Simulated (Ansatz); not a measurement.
# CHAlSi (SMILES [C]1#[Si][AlH]1): functionals against CCSD(T) at one geometry

How do the functionals fare away from a minimum? The structure is a structure displaced at random from a GFN2-xTB minimum.

Computed with Ansatz 0.2.0, Gaussian basis. Level: single points in def2-TZVPP.

Correlated methods freeze the cores.

## 1. Starting geometry

SMILES `[C]1#[Si][AlH]1`, 4 atoms, charge 0, spin multiplicity 1.

Atoms are counted from 1 here; the program's logs count them from 0.

Bond lengths: C1–Si2 1.797 Å, C1–Al3 1.789 Å, Si2–Al3 2.571 Å, Al3–H4 1.915 Å. Angles: Si2–C1–Al3 91.6°, C1–Si2–Al3 44.1°, C1–Al3–Si2 44.3°, C1–Al3–H4 162.5°, Si2–Al3–H4 152.3°.

Geometry (Å):

```mol
CHAlSi
  3D, bonds by distance, orders not assigned

  4  4  0  0  0  0  0  0  0  0999 V2000
    0.3106    0.7738    1.0975 C   0  0
    0.7292   -0.8869    1.6405 Si  0  0
   -0.1509    0.1813   -0.5258 Al  0  0
   -0.8831    0.0770   -2.2927 H   0  0
  1  2  8  0
  1  3  8  0
  2  3  8  0
  3  4  8  0
M  END
```

## 2. CCSD(T)/def2-TZVPP

run/in.yaml

```yaml
crystal:
  periodic: [false, false, false]
  atoms:
    - {symbol: C, position_ang: [0.310600, 0.773800, 1.097500]}
    - {symbol: Si, position_ang: [0.729200, -0.886900, 1.640500]}
    - {symbol: Al, position_ang: [-0.150900, 0.181300, -0.525800]}
    - {symbol: H, position_ang: [-0.883100, 0.077000, -2.292700]}
basis:
  gaussian: {orbitals: def2-TZVPP}
correlation: {method: ccsd_t}
output: {forces: true}
```

No record of the launch command was kept for these runs.

## 3. PBE0-D4/def2-TZVPP

run/in.yaml, as its differences from that of step 2:

```diff
@@ -9,3 +9,3 @@
   gaussian: {orbitals: def2-TZVPP}
-correlation: {method: ccsd_t}
-output: {forces: true}
+hamiltonian: {xc: pbe0, dispersion: d4}
+output: {forces: true, orbitals: {seedname: orbitals}}
```

## 4. wB97M-V/def2-TZVPP

run/in.yaml, as its differences from that of step 3:

```diff
@@ -9,3 +9,3 @@
   gaussian: {orbitals: def2-TZVPP}
-hamiltonian: {xc: pbe0, dispersion: d4}
-output: {forces: true, orbitals: {seedname: orbitals}}
+hamiltonian: {xc: {name: wB97M-V}}
+output: {forces: true}
```

## 5. r2SCAN-D4/def2-TZVPP

run/in.yaml, as its differences from that of step 4:

```diff
@@ -9,3 +9,3 @@
   gaussian: {orbitals: def2-TZVPP}
-hamiltonian: {xc: {name: wB97M-V}}
+hamiltonian: {xc: r2scan, dispersion: d4}
 output: {forces: true}
```

## 6. PBE-D4/def2-TZVPP

run/in.yaml, as its differences from that of step 5:

```diff
@@ -9,3 +9,3 @@
   gaussian: {orbitals: def2-TZVPP}
-hamiltonian: {xc: r2scan, dispersion: d4}
+hamiltonian: {xc: pbe, dispersion: d4}
 output: {forces: true}
```

## 7. SPW92/def2-TZVPP

run/in.yaml, as its differences from that of step 6:

```diff
@@ -9,3 +9,3 @@
   gaussian: {orbitals: def2-TZVPP}
-hamiltonian: {xc: pbe, dispersion: d4}
+hamiltonian: {xc: lda}
 output: {forces: true}
```

## 8. BHLYP-D4/def2-TZVPP

run/in.yaml, as its differences from that of step 7:

```diff
@@ -9,3 +9,3 @@
   gaussian: {orbitals: def2-TZVPP}
-hamiltonian: {xc: lda}
+hamiltonian: {xc: {name: BHLYP}, dispersion: d4}
 output: {forces: true}
```

(Steps that only read results are left out.)

What does the calculation give? Wanted: energy less free atoms, CCSD(T)/def2-TZVPP; RMS force component; RMS force error; HOMO and LUMO, PBE0-D4; T1 diagnostic.

The runs gave:

```
                                  quantity                                                                                          value
energy less free atoms, CCSD(T)/def2-TZVPP                                                                                     -11.188 eV
                       RMS force component                                                           1.311 to 1.643 eV/Å over the methods
                           RMS force error  PBE0-D4 0.269, wB97M-V 0.389, r2SCAN-D4 0.202, PBE-D4 0.145, SPW92 0.297, BHLYP-D4 0.487 eV/Å
                    HOMO and LUMO, PBE0-D4                                                                             -6.71 and -2.51 eV
                             T1 diagnostic                                                                                          0.022
```

Against CCSD(T) the functionals' energies less atoms differ by -2.394 to +0.586 eV, PBE-D4 by -0.837 eV. CCSD(T) in triple zeta still lacks some correlation energy of the bonds, so part of these gaps is its own basis error and they don't rank the functionals. For forces PBE-D4 does best and BHLYP-D4 worst. Frozen-core CCSD(T) forces in triple zeta carry basis errors of their own, and this is one geometry, so small gaps rank nothing. The restricted Hartree–Fock reference is unstable towards an unrestricted one at one or more of these structures.
